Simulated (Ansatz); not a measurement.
`N=C=CCF` + `C=CCO` → `C=CCOCF` + `C=C=N`  (substitution at a C–C bond)

Gas-phase electronic energies from Ansatz, PBE0-D4/def2-TZVP geometries. CBS: MP2 limit from def2 TZ/QZ plus the TZ coupled-cluster correction, frozen cores. This one scheme is used for every species. DFT in def2-TZVPP. One conformer a species, not always the lowest.

`N=C=CCF`:

```xyz
9

N     0.578    2.238    0.119
C     0.484    1.059   -0.167
C     0.472   -0.228   -0.394
C    -0.436   -1.179    0.317
F    -1.365   -0.499    1.073
H    -0.028    2.873   -0.398
H     1.146   -0.625   -1.144
H    -0.976   -1.806   -0.401
H     0.126   -1.833    0.994
```

`C=CCO`:

Z-matrix (Å, degrees):
```
C
C 1 1.492
O 1 1.415 2 112.1
H 1 1.099 2 109.9 3 -124.6
H 1 1.094 2 110.3 3 117.1
C 2 1.326 1 124.1 3 122.6
H 2 1.088 1 115.7 3 -56.1
H 3 0.961 1 107.6 2 -55.7
H 6 1.086 2 121.2 1 0.9
H 6 1.084 2 121.9 1 -179.7
```

`C=CCOCF`:

Cartesian coordinates in Å:
```
C -1.146 0.087 2.184
C -0.379 0.635 1.254
C 0.302 -0.135 0.180
O -0.015 0.454 -1.076
C 0.552 -0.177 -2.143
F 1.920 0.030 -2.183
H -1.594 0.681 2.971
H -1.348 -0.980 2.195
H -0.195 1.706 1.252
H 1.389 -0.106 0.327
H -0.017 -1.185 0.191
H 0.408 -1.266 -2.105
H 0.124 0.256 -3.048
```

`C=C=N`:

Cartesian coordinates in Å:
```
C 0.305 0.499 0.774
C -0.109 -0.046 -0.337
N -0.494 -0.448 -1.420
H -0.408 0.846 1.509
H 1.364 0.598 0.970
H -0.658 -1.449 -1.496
```

```json
{"level": "PBE-D4", "ΔE (kJ/mol)": "-2.0", "difference from CCSD(T)/CBS": "-1.5"}
{"level": "r2SCAN-D4", "ΔE (kJ/mol)": "-5.8", "difference from CCSD(T)/CBS": "-5.3"}
{"level": "PBE0-D4", "ΔE (kJ/mol)": "-0.9", "difference from CCSD(T)/CBS": "-0.4"}
{"level": "ωB97M-V", "ΔE (kJ/mol)": "-4.2", "difference from CCSD(T)/CBS": "-3.7"}
{"level": "B2PLYP", "ΔE (kJ/mol)": "-4.1", "difference from CCSD(T)/CBS": "-3.6"}
{"level": "r2SCAN", "ΔE (kJ/mol)": "-5.6", "difference from CCSD(T)/CBS": "-5.1"}
{"level": "CCSD(T)/def2-TZVPP", "ΔE (kJ/mol)": "-3.1", "difference from CCSD(T)/CBS": "-2.6"}
{"level": "SCS-MP2/def2-QZVPP", "ΔE (kJ/mol)": "-0.1", "difference from CCSD(T)/CBS": "0.4"}
{"level": "HF/CBS(def2)", "ΔE (kJ/mol)": "-8.7", "difference from CCSD(T)/CBS": "-8.2"}
{"level": "MP2/CBS(def2)", "ΔE (kJ/mol)": "2.4", "difference from CCSD(T)/CBS": "2.9"}
{"level": "CCSD(T)/CBS", "ΔE (kJ/mol)": "-0.5", "difference from CCSD(T)/CBS": "0"}
```

Largest T1 diagnostic among the species: 0.015.

In def2-TZVPP, CCSD(T) changes the Hartree–Fock value by +5.5 kJ/mol (the triples alone add −0.4 kJ/mol) and MP2 by +8.4 kJ/mol.
